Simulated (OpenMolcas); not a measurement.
# OH (SMILES [OH]), step by step

We compute the energy (UHF/3-21G), then a single-point energy (CASSCF(3,3)/3-21G), then a single-point energy (CASPT2(3,3)/3-21G), then the energy (SC-NEVPT2(3,3)/3-21G), then the energy (MRCI(3,3)/3-21G) of OH. 

Program for the calculation: OpenMolcas 26.06.

## 1. The system as given

OH has 2 atoms, charge 0, and is taken as a doublet. As SMILES, `[OH]`. The O1–H2 distance was set to 1.686 Å, away from the relaxed value.

## 2. The energy at UHF/3-21G (run 1)

File step1.inp:

```
* HO Hartree-Fock
>>> EXPORT MOLCAS_PRINT=2
&GATEWAY
BASLIB=$CurrDir
COORD
2
angstrom
O        1.029389      -0.329564       0.531057
H       -0.411770       0.131830      -0.212430
BASIS=3-21G
GROUP=NoSym
&SEWARD
&SCF
UHF
SPIN=2
SCRAMBLE=0.25
PRORBITALS=1 1
```

The basis set 3-21G is read from a file made from the Basis Set Exchange's data (not shown).

Run with:

```console
$ export MOLCAS_MEM=1860
$ pymolcas step1.inp > step1.log
```

The log of the run:

```text
--- Start Module: gateway ---
[...]
--- Stop Module: gateway /rc=_RC_ALL_IS_WELL_ ---
--- Start Module: seward ---
[...]
      Basis functions           11
--- Stop Module: seward /rc=_RC_ALL_IS_WELL_ ---
--- Start Module: scf ---
[...]
       Convergence after  33 Iterations
[...]
::    Total SCF energy                                -74.8618669866
[...]
      Total spin, S                                     0.8008809024
[...]
      Total electronic charge=    9.000000
      Total            charge=   -0.000000
[...]
      Dipole Moment (debye):
      Origin of the operator (angstrom)=    0.9440   -0.3022    0.4870
                   X= -4.3984E-01               Y=  1.4084E-01               Z= -2.2692E-01           Total=  5.1457E-01
      Quadrupole Moment (debye*angstrom):
[...]
--- Stop Module: scf /rc=_RC_ALL_IS_WELL_ ---
[...]
```

It took 2 s on 1 thread of Arm Neoverse V1, shared host; peak memory 0.37 GiB.

## 3. The energy at CASSCF(3,3)/3-21G (run 2)

File step2.inp:

```
* HO CASSCF
&GATEWAY
BasLib
$CurrDir
Coord
2
angstrom
O        1.029389      -0.329564       0.531057
H       -0.411770       0.131830      -0.212430
Basis
3-21G
Group
NoSym
&SEWARD
&RASSCF
FileOrb
$CurrDir/step1.UnaOrb
Spin
2
Nactel
3 0 0
Inactive
3
Ras2
3
OrbListing
Nothing
OrbAppear
Compact
```

The basis set 3-21G is read from a file made from the Basis Set Exchange's data (not shown).

Run with:

```console
$ export MOLCAS_MEM=1860
$ pymolcas step2.inp > step2.log
```

The log of the run:

```text
--- Start Module: gateway ---
[...]
--- Stop Module: gateway /rc=_RC_ALL_IS_WELL_ ---
--- Start Module: seward ---
[...]
      Basis functions           11
--- Stop Module: seward /rc=_RC_ALL_IS_WELL_ ---
--- Start Module: rasscf ---
[...]
      Number of active orbitals                  3
[...]
      Spin quantum number                      0.5
[...]
      Active orbitals                            3
[...]
      Number of CSFs                             8
[...]
      Number of root(s) required                 1
[...]
      Convergence after  9 iterations
[...]
      printout of CI-coefficients larger than  0.05 for root  1
      energy=     -74.920851
      conf/sym  111     Coeff  Weight
             1  2u0  -0.90676 0.82221
             4  udu   0.19051 0.03630
             6  uud   0.10999 0.01210
             8  0u2  -0.35971 0.12939
      Natural orbitals and occupation numbers for root  1
      sym 1:   1.692818   1.000000   0.307182
      ************************************************************************************************************************
      *                                                    Final results                                                     *
[...]
::    RASSCF root number  1 Total energy:    -74.92085126
[...]
      Total electronic charge=    9.000000
      Total            charge=   -0.000000
[...]
      Dipole Moment (debye):
      Origin of the operator (angstrom)=    0.9440   -0.3022    0.4870
                   X= -5.5788E-01               Y=  1.7861E-01               Z= -2.8781E-01           Total=  6.5266E-01
      Quadrupole Moment (debye*angstrom):
[...]
--- Stop Module: rasscf /rc=_RC_ALL_IS_WELL_ ---
[...]
```

Run time: 1.7 s. Hardware: 1 thread of Arm Neoverse V1, shared host; peak memory 0.37 GiB.

## 4. The energy at CASPT2(3,3)/3-21G (run 3)

File step3.input:

```
&gateway
  baslib=$CurrDir
  coord
  2
  angstrom
  O        1.029389      -0.329564       0.531057
  H       -0.411770       0.131830      -0.212430
  basis=3-21G
  group=NoSym

&seward

&rasscf
  fileorb=$CurrDir/step2.RasOrb
  spin=2
  nactel=3 0 0
  inactive=3
  ras2=3
  orblisting=Nothing
  orbappear=Compact

&caspt2
  imaginary=0.1
  frozen=1
```

The basis set 3-21G is read from a file made from the Basis Set Exchange's data (not shown).

Run with:

```console
$ export MOLCAS_MEM=1860
$ pymolcas step3.input > step3.log
```

The log of the run:

```text
--- Start Module: gateway ---
[...]
--- Stop Module: gateway /rc=_RC_ALL_IS_WELL_ ---
[...]
      Basis functions           11
[...]
--- Start Module: rasscf ---
[...]
      Number of active orbitals                  3
[...]
      Spin quantum number                      0.5
[...]
      Active orbitals                            3
[...]
      Number of CSFs                             8
[...]
      Number of root(s) required                 1
[...]
      Convergence after  4 iterations
[...]
      printout of CI-coefficients larger than  0.05 for root  1
      energy=     -74.920851
      conf/sym  111     Coeff  Weight
             1  2u0  -0.90676 0.82221
             4  udu   0.19051 0.03629
             6  uud   0.10999 0.01210
             8  0u2  -0.35971 0.12939
      Natural orbitals and occupation numbers for root  1
      sym 1:   1.692818   1.000000   0.307182
      ************************************************************************************************************************
      *                                                    Final results                                                     *
[...]
::    RASSCF root number  1 Total energy:    -74.92085126
[...]
      Total electronic charge=    9.000000
      Total            charge=   -0.000000
[...]
      Dipole Moment (debye):
      Origin of the operator (angstrom)=    0.9440   -0.3022    0.4870
                   X= -5.5788E-01               Y=  1.7861E-01               Z= -2.8781E-01           Total=  6.5266E-01
      Quadrupole Moment (debye*angstrom):
[...]
--- Stop Module: rasscf /rc=_RC_ALL_IS_WELL_ ---
--- Start Module: caspt2 ---
[...]
 ###    WARNING: User changed nr of frozen orbitals.                         ###
 ###############################################################################
[...]
      E2 (Variational):          -0.0581994524
      Total energy:             -74.9790507119
[...]
      Reference weight:           0.98733
[...]
::    CASPT2 Root  1     Total energy:    -74.97905071
[...]
--- Stop Module: caspt2 /rc=_RC_ALL_IS_WELL_ ---
[...]
```

Run time: 1.7 s. Hardware: 1 thread of Arm Neoverse V1, shared host; peak memory 0.37 GiB.

## 5. The energy at SC-NEVPT2(3,3)/3-21G (run 4)

File step4.input:

```
* HO NEVPT2

&gateway
 baslib=$CurrDir
 coord
 2
 angstrom
 O        1.029389      -0.329564       0.531057
 H       -0.411770       0.131830      -0.212430
 basis=3-21G
 group=NoSym

&seward

&rasscf
 fileorb=$CurrDir/step2.RasOrb
 spin=2
 nactel=3 0 0
 inactive=3
 ras2=3
 orblisting=Nothing
 orbappear=Compact

&caspt2
 sc-nevpt2
 frozen=1
```

The basis set 3-21G is read from a file made from the Basis Set Exchange's data (not shown).

Run with:

```console
$ export MOLCAS_MEM=1860
$ pymolcas step4.input > step4.log
```

The log of the run:

```text
--- Start Module: gateway ---
[...]
--- Stop Module: gateway /rc=_RC_ALL_IS_WELL_ ---
[...]
      Basis functions           11
[...]
--- Start Module: rasscf ---
[...]
      Number of active orbitals                  3
[...]
      Spin quantum number                      0.5
[...]
      Active orbitals                            3
[...]
      Number of CSFs                             8
[...]
      Number of root(s) required                 1
[...]
      Convergence after  4 iterations
[...]
      printout of CI-coefficients larger than  0.05 for root  1
      energy=     -74.920851
      conf/sym  111     Coeff  Weight
             1  2u0  -0.90676 0.82221
             4  udu   0.19051 0.03629
             6  uud   0.10999 0.01210
             8  0u2  -0.35971 0.12939
      Natural orbitals and occupation numbers for root  1
      sym 1:   1.692818   1.000000   0.307182
      ************************************************************************************************************************
      *                                                    Final results                                                     *
[...]
::    RASSCF root number  1 Total energy:    -74.92085126
[...]
      Total electronic charge=    9.000000
      Total            charge=   -0.000000
[...]
      Dipole Moment (debye):
      Origin of the operator (angstrom)=    0.9440   -0.3022    0.4870
                   X= -5.5788E-01               Y=  1.7861E-01               Z= -2.8781E-01           Total=  6.5266E-01
      Quadrupole Moment (debye*angstrom):
[...]
--- Stop Module: rasscf /rc=_RC_ALL_IS_WELL_ ---
--- Start Module: caspt2 ---
[...]
 ###    WARNING: User changed nr of frozen orbitals.                         ###
 ###############################################################################
[...]
      E2 (Variational):          -0.0562768348
[...]
      E2 (Variational):          -0.0561907753
      Total energy:             -74.9770420348
[...]
      Reference weight:           0.98832
[...]
::    SC-NEVPT2 Root  1     Total energy:    -74.97704203
[...]
--- Stop Module: caspt2 /rc=_RC_ALL_IS_WELL_ ---
[...]
```

It took 1.7 s on 1 thread of Arm Neoverse V1, shared host; peak memory 0.37 GiB.

## 6. The energy at MRCI(3,3)/3-21G (run 5)

File step5.input:

```
* HO MRCI
>>> EXPORT MOLCAS_PRINT=2
&GATEWAY
BASLIB = $CurrDir
COORD
2
angstrom
O        1.029389      -0.329564       0.531057
H       -0.411770       0.131830      -0.212430
BASIS = 3-21G
GROUP = NoSym
&SEWARD
&RASSCF
FILEORB = $CurrDir/step2.RasOrb
SPIN = 2
NACTEL = 3 0 0
INACTIVE = 3
RAS2 = 3
ORBLISTING = Nothing
ORBAPPEAR = Compact
&MOTRA
LUMORB
FROZEN = 1
&GUGA
ELECTRONS = 7
SPIN = 2
INACTIVE = 2
ACTIVE = 3
CIALL = 1
&MRCI
SDCI
```

The basis set 3-21G is read from a file made from the Basis Set Exchange's data (not shown).

Run with:

```console
$ export MOLCAS_MEM=1860
$ pymolcas step5.input > step5.log
```

The log of the run:

```text
--- Start Module: gateway ---
[...]
--- Stop Module: gateway /rc=_RC_ALL_IS_WELL_ ---
[...]
      Basis functions           11
[...]
      Number of active orbitals                  3
[...]
      Spin quantum number                      0.5
[...]
      Active orbitals                            3
[...]
      Number of CSFs                             8
[...]
      Number of root(s) required                 1
[...]
      Convergence after  4 iterations
[...]
      printout of CI-coefficients larger than  0.05 for root  1
      energy=     -74.920851
      conf/sym  111     Coeff  Weight
             1  2u0  -0.90676 0.82221
             4  udu   0.19051 0.03629
             6  uud   0.10999 0.01210
             8  0u2  -0.35971 0.12939
      Natural orbitals and occupation numbers for root  1
      sym 1:   1.692818   1.000000   0.307182
      ************************************************************************************************************************
      *                                                    Final results                                                     *
[...]
::    RASSCF root number  1 Total energy:    -74.92085126
[...]
      Dipole Moment (debye):
      Origin of the operator (angstrom)=    0.9440   -0.3022    0.4870
                   X= -5.5788E-01               Y=  1.7861E-01               Z= -2.8781E-01           Total=  6.5266E-01
      Quadrupole Moment (debye*angstrom):
[...]
      *** WARNING: Default frozen orbitals is overwritten by user input.
      *** Default values:   1
[...]
--- Start Module: guga ---
[...]
--- Stop Module: guga /rc=_RC_ALL_IS_WELL_ ---
--- Start Module: mrci ---
[...]
       (But an ACPF correction will be computed)
       USE THE DEFAULT ACPF G-VALUE GFAC=  0.28571428571428570
[...]
                      CI ENERGY:   -74.98331972
[...]
                ACPF CORRECTION:    -0.00066800
[...]
      Total electronic charge=    9.000000
      Total            charge=   -0.000000
[...]
     ACPF CORRECTION:     -0.00066800
[...]
  CI State   1     Total energy:    -74.98331972     QDav:     -0.00093921     QACPF:     -0.00066800
[...]
--- Stop Module: mrci /rc=_RC_ALL_IS_WELL_ ---
[...]
```

Run time: 1.8 s. Hardware: 1 thread of Arm Neoverse V1, shared host; peak memory 0.37 GiB.

## 7. Outcome

| quantity | value |
| --- | --- |
| run 1, UHF/3-21G: total energy | -74.86187 Eh |
| run 1, UHF/3-21G: dipole moment | 0.51 D |
| run 1, UHF/3-21G: HOMO energy (highest over α and β) | -13.59 eV |
| run 1, UHF/3-21G: LUMO energy (lowest over α and β) | 3.60 eV |
| run 1, UHF/3-21G: ⟨S²⟩ | 1.442 |
| run 2, CASSCF(3,3)/3-21G: total energy | -74.92085 Eh |
| run 2, CASSCF(3,3)/3-21G: dipole moment (CASSCF density) | 0.65 D |
| run 3, CASPT2(3,3)/3-21G: total energy | -74.97905 Eh |
| run 3, CASPT2(3,3)/3-21G: dipole moment (CASSCF density) | 0.65 D |
| run 4, SC-NEVPT2(3,3)/3-21G: total energy | -74.97704 Eh |
| run 4, SC-NEVPT2(3,3)/3-21G: dipole moment (CASSCF density) | 0.65 D |
| run 5, MRCI(3,3)/3-21G: total energy | -74.98332 Eh |
| run 5, MRCI(3,3)/3-21G: dipole moment (CASSCF density) | 0.65 D |

**Reading.** ⟨S²⟩ (run 1, UHF/3-21G) is 1.44 where a pure doublet has 0.75: the reference is spin-contaminated.
